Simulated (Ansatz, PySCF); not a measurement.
Gas-phase enthalpy of formation at 298 K, by the atomisation route, of [SiH3] (SiH3) (SMILES; SiH3). Each molecule is optimised on its own at B3LYP-D3(BJ)/def2-TZVP (Ansatz, an electronic-structure program). Correlated levels leave the core frozen unless marked. Open shells are spin-unrestricted. No spin-orbit coupling. Non-relativistic. CBS(X,Y): correlation extrapolated as X^-3; Hartree-Fock from the larger set. Thermal terms are rigid-rotor harmonic-oscillator values from B3LYP-D3(BJ) frequencies (PySCF) at 298.15 K and 1 atm. 1 Eh = 627.5095 kcal/mol.

```
species        count  E, CCSD(T)/CBS(def2-TZVPPD,def2-QZVPPD) (Ansatz) (Eh)  E, PBE/def2-TZVPD (Ansatz) (Eh)  measured ΔHf at 0 K (kcal/mol)  H(298) - H(0) of the element (kcal/mol)
-------------  -----  -----------------------------------------------------  -------------------------------  ------------------------------  ---------------------------------------
[SiH3] (SiH3)      1                                             -290.80421                       -291.07642                               -                                        -
H atom             3                                               -0.49998                         -0.49962                           51.63                                     1.01
Si atom            1                                             -288.94027                       -289.22297                          106.60                                     0.76
```

Molecule: zero-point energy 13.30, H(298) - H(0) 2.48 kcal/mol. The route leaves out scalar relativity and anharmonic zero-point terms, the atoms' spin-orbit terms, and in the frozen-core level the core correlation. Atomic data: G2/97 table in ASE, which holds older values for B and Si.

Q: Work out De, D0 and ΔHf at 0 and 298 K at both levels, and their errors against the measured value.

A: 
The atoms' values sum to 261.49 (0 K) and 3.79 (thermal), in kcal/mol.
- CCSD(T)/CBS(def2-TZVPPD,def2-QZVPPD): De = 228.41; D0 = 228.41 - 13.30 = 215.11; ΔHf(0 K) = 261.49 - 215.11 = 46.38; ΔHf(298 K) = 46.38 + 2.48 - 3.79 = 45.07; error -2.8.
- PBE/def2-TZVPD: De = 222.51; D0 = 222.51 - 13.30 = 209.21; ΔHf(0 K) = 261.49 - 209.21 = 52.28; ΔHf(298 K) = 52.28 + 2.48 - 3.79 = 50.97; error +3.1.
Measured: 47.9 kcal/mol (G2/97 table in ASE (Curtiss et al.)). This is an older compilation, not checked against later work.
